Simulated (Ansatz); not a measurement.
A nudged elastic band was laid between two geometries of C$_{3}$H$_{6}$ClFO (12 atoms, charge 0, multiplicity 1).

Method: RKS PBE0-D4/STO-3G in Ansatz 0.2.0.

```json
{
 "movable images": "5",
 "climbing image": "yes",
 "spring": "5.0 eV/Å²",
 "optimiser": "quadratic models (default)",
 "start path": "IDPP",
 "force threshold": "0.05 eV/Å",
 "iteration limit": "60",
 "end points": "relaxed"
}
```

Initial state:

```xyz
12
Properties=species:S:1:pos:R:3
C -1.904 0.076 -0.049
O -0.635 -0.170 0.630
C 0.422 -0.104 -0.365
F 0.368 -1.203 -1.231
C 1.775 -0.137 0.430
Cl 2.066 1.456 1.270
H -2.123 -0.687 -0.822
H -1.931 1.075 -0.529
H -2.688 0.032 0.724
H 0.363 0.846 -0.966
H 1.747 -0.926 1.201
H 2.618 -0.312 -0.258
```

Final state:

```xyz
12
Properties=species:S:1:pos:R:3
C -1.869 0.369 -0.133
O -0.603 0.304 0.592
C 0.410 -0.179 -0.334
F 0.146 -1.484 -0.750
C 1.781 -0.086 0.422
Cl 1.825 -1.226 1.844
H -2.184 -0.621 -0.518
H -1.823 1.076 -0.986
H -2.624 0.726 0.586
H 0.478 0.490 -1.241
H 2.610 -0.361 -0.251
H 1.930 0.938 0.803
```

What changes between the two ends?

No bond is made or broken. The dihedral O2–C3–C5–Cl6 goes from -73 to 65°.

What energy profile does the band end with?

The forces met the threshold. The highest image is number 3 of 0 to 6, 0.139 eV above the first end and 0.112 eV above the last; the last end lies 0.027 eV above the first. A vibrational analysis at the climbing image gives one clearly imaginary mode, 80i cm⁻¹: a first-order saddle point. Limits of this set-up: minimal basis.

| image | path coordinate (Å) | energy (eV) | dihedral O2–C3–C5–Cl6 (°) |
| --- | --- | --- | --- |
| 0 | 0.00 | 0.000 | -73 |
| 1 | 0.73 | 0.029 | -52 |
| 2 | 1.47 | 0.099 | -28 |
| 3 | 2.20 | 0.139 | -2 |
| 4 | 2.90 | 0.109 | 22 |
| 5 | 3.60 | 0.052 | 45 |
| 6 | 4.30 | 0.027 | 65 |

What is the geometry of the highest image?


```xyz
12
Properties=species:S:1:pos:R:3
C -1.876 0.332 -0.144
O -0.630 0.193 0.608
C 0.405 -0.195 -0.334
F 0.165 -1.474 -0.848
C 1.797 -0.189 0.418
Cl 1.687 0.343 2.159
H -2.179 -0.614 -0.633
H -1.806 1.120 -0.920
H -2.651 0.619 0.587
H 0.451 0.533 -1.193
H 2.209 -1.214 0.416
H 2.505 0.491 -0.082
```

What are the harmonic wavenumbers there?

80i, 118, 168, 197, 322, 355, 534, 599, 821, 937, 1047, 1116, 1192, 1197, 1230, 1263, 1293, 1400, 1427, 1476, 1594, 1621, 1656, 1682, 3224, 3290, 3388, 3441, 3501, 3515 cm⁻¹.

Run time: 120 s on 1 CPU thread of a shared host.
